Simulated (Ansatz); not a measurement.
Process, species as SMILES: [SiH2] (SiH2) (closed-shell singlet) → 2 H atom + Si atom
B3LYP-D3(BJ)/def2-TZVP geometries, fixed; electronic energies without zero-point terms.
Largest species:
```
Si
H 1 1.5232
H 1 1.5232 2 91.51
```
Charge 0, spin multiplicity 1.

Basis-set convergence of the atomisation energy at B3LYP with Ansatz (a program for electronic structure). Cartesian d functions, on some or all atoms, in 6-31G*; all else is spherical. The program fits the integrals of some runs and decomposes those of others, by size. Open shells are unrestricted. No added dispersion term, no relativity. Functions are those of the species that has most. Reference: the value in aug-cc-pV(5+d)Z, 153.92 kcal/mol, itself unsure by roughly 0.09 kcal/mol (its mean distance from pcseg-4, aug-pcseg-3, aug-cc-pV(Q+d)Z).

```tsv
basis	functions	atomisation energy (kcal/mol)
6-31G	17	139.31
pcseg-0	17	137.89
6-31G*	23	151.12
def2-SVP	28	152.03
aug-pcseg-1	45	?
aug-cc-pV(D+d)Z	50	?
6-311++G(2d,2p)	55	?
cc-pV(T+d)Z	67	153.82
def2-TZVPPD	82	153.90
6-311++G(3df,3pd)	83	?
def2-QZVPPD	142	153.84
aug-pcseg-3	187	153.84
cc-pV(5+d)Z	210	153.92
```

**Question.** Complete the blanks.

**Answer.** 
- aug-pcseg-1, atomisation energy (kcal/mol): 151.38
- aug-cc-pV(D+d)Z, atomisation energy (kcal/mol): 151.47
- 6-311++G(2d,2p), atomisation energy (kcal/mol): 152.80
- 6-311++G(3df,3pd), atomisation energy (kcal/mol): 153.60
